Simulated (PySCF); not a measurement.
hydrogen sulfide (H2S), SMILES S. The structure is a stationary point at PBE0-D3(BJ)/def2-TZVPD.

TDDFT-PBE/def2-TZVPD (PySCF) puts the lowest singlet excitations at 5.79, 5.86, 6.98, 7.18, 7.48, 8.42 eV and the lowest triplet (TDA) at 5.34 eV.

**Question.** What are the lowest singlet roots from PySCF with EOM-CCSD/aug-cc-pVDZ? (Estimate from the structure and the level; the computed values follow.)

**Answer.** 6.13, 6.33, 7.86, 8.38, 8.81, 9.22 eV; triplets 5.76, 5.93, 7.83 eV. S1 differs by 0.34 eV (second minus first; roots are paired by order, and the bases may differ).
